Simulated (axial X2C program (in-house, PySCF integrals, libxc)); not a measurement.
# Levels of SiS⁻ by electron attachment to SiS (EOM-EA-CCSD)

Computed with an in-house all-electron X2C program for linear molecules (integrals from PySCF): two-component X2C with atomic mean-field Coulomb and Gaunt terms, Gaussian nuclei, basis S dyall-av3z, Si dyall-av3z with contracted cores.

R = 1.939 Å (near the PBE0 minimum at charge 0 of the determinant lowest at the starting distance; the state shown can have its own minimum elsewhere).

Hartree–Fock spinors of SiS (one of each Kramers pair; a window near the gap, which can cut inner shells):

```csv
ω,occupied,ε (eV),character
1/2,yes,-25.68,"59% S s, 14% Si s, 13% Si p"
1/2,yes,-15.67,"42% S p, 37% Si s, 11% S s"
1/2,yes,-10.63,"37% Si p, 36% S p, 17% Si s"
1/2,yes,-10.56,"63% S p, 22% Si p, 7% Si d"
3/2,yes,-10.51,"67% S p, 20% Si p, 8% Si d"
1/2,no,0.36,"64% Si p, 15% Si d, 9% S d"
3/2,no,0.37,"64% Si p, 15% Si d, 9% S d"
1/2,no,0.98,"65% Si p, 33% Si s"
1/2,no,1.11,"57% Si s, 28% Si p, 8% S p"
1/2,no,1.42,"86% Si p, 6% S d, 5% S p"
3/2,no,1.42,"85% Si p, 6% S d, 5% S p"
```

Levels of SiS⁻ obtained by attaching an electron to SiS:

```json
{"Ω": "1/2", "binding energy (eV)": "0.285", "above lowest (cm⁻¹)": "0", "attached spinor": "59% Si pπ, 15% Si dπ, 12% S dπ", "one-particle weight": "0.94"}
{"Ω": "3/2", "binding energy (eV)": "0.266", "above lowest (cm⁻¹)": "152", "attached spinor": "58% Si pπ, 15% Si dπ, 12% S dπ", "one-particle weight": "0.94"}
{"Ω": "1/2", "binding energy (eV)": "-0.830", "above lowest (cm⁻¹)": "8995", "attached spinor": "49% Si sσ, 48% Si pσ", "one-particle weight": "0.99"}
{"Ω": "1/2", "binding energy (eV)": "-0.878", "above lowest (cm⁻¹)": "9379", "attached spinor": "46% Si pσ, 34% Si sσ, 8% S pσ", "one-particle weight": "0.99"}
{"Ω": "1/2", "binding energy (eV)": "-1.176", "above lowest (cm⁻¹)": "11783", "attached spinor": "91% Si pπ", "one-particle weight": "0.99"}
{"Ω": "3/2", "binding energy (eV)": "-1.178", "above lowest (cm⁻¹)": "11802", "attached spinor": "91% Si pπ", "one-particle weight": "0.99"}
{"Ω": "1/2", "binding energy (eV)": "-2.288", "above lowest (cm⁻¹)": "20752", "attached spinor": "75% S pσ, 12% Si dσ, 7% S dσ", "one-particle weight": "0.99"}
```

Q: Take the first Ω = 1/2 and Ω = 3/2 rows of π character: how far apart are they, and which lies lower?

A: E(3/2) − E(1/2) = 152 − 0 = 152 cm⁻¹ at EOM-EA-CCSD: regular, Ω = 1/2 lower. Splittings at this level can be off by ten to twenty per cent.

Negative binding energies belong to unbound states, resonances or levels that the basis set holds; within some tenths of an eV of zero the sign is not settled.

This point took 16 s on 1 thread of Arm Neoverse N1 (shared host).

Reference electrons by ω block (each with its −ω partner): 1/2: 12, 3/2: 3. 10 electrons of SiS correlated (inner shells frozen), 92 natural virtual spinors (a truncated set); levels can be off by some tenths of an eV. Roots sought by Ω: (1/2: 5, 3/2: 4, 5/2: 2, 7/2: 1); the list ends where they run out and leaves out roots under 60 % one-particle weight. The solver can skip a root, and states that need a further excitation, which the method places far too high, are missing though they may lie low or lowest. T1 of the reference 0.022 (Lee–Taylor). Number of frozen shells: S 2 s, 1 p; Si 2 s, 1 p.
